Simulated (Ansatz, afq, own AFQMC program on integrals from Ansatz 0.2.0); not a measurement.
# NHCl, quartet: AFQMC among the cluster methods

```xyz
3

Cl    0.0000    0.0000   -1.3793
H     0.0000    0.0000    0.1247
N     0.0000    0.0000    1.2547
```

Connectivity, by distances: Cl ··· N, 1 bridging H.

Basis cc-pVTZ. Only valence electrons are correlated. Ansatz 0.2.0 and our own AFQMC program on the same integrals; the CISD trial comes from CCSD amplitudes, and released means the phaseless constraint is let go. Error bars are statistical, one sigma.

Determinant: UHF, the one that the program's search chose, which needn't be the lowest solution. The geometry is a point of a scan.

No full CI on the walks' own integrals is used here; CCSDT(Q) serves as the reference and is uncertain by about the last step of the cluster series.

Cautions: lower spins were not checked; the released energies are still falling, so no released level is given (meV from the phaseless value at times in 1/Eh: -4 ± 4 at 0.24, -8 ± 5 at 0.51, -15 ± 5 at 0.99, -21 ± 8 at 1.62, -7 ± 12 at 2.40), though the last usable value meets CCSDT(Q) within the noise.

```
T1 diagnostic                               : 0.0160
weight of the determinant in the CISD state : 0.875
⟨S²⟩ of the determinant                     : 3.799
size of the correlated space                : 13 electrons in 72 orbitals
```

Reference: CCSDT(Q), correlation energy -10.052 eV.

| level | E − E(reference) (mEh) | share of correlation (%) |
| --- | --- | --- |
| HF | 369.41 | 0.00 |
| MP2 | 51.85 | 85.96 |
| CCSD | 14.96 | 95.95 |
| CCSD(T) | 1.87 | 99.49 |
| CCSDT | 0.62 | 99.83 |
| ph-AFQMC/HF | 2.91 ± 1.02 | 99.21 |
| ph-AFQMC/CISD | 0.54 ± 0.19 | 99.85 |

A walk keeps the symmetry of its determinant, which the program's search chose and which needn't be the lowest solution, so a lower state of the same spin and another symmetry isn't excluded.
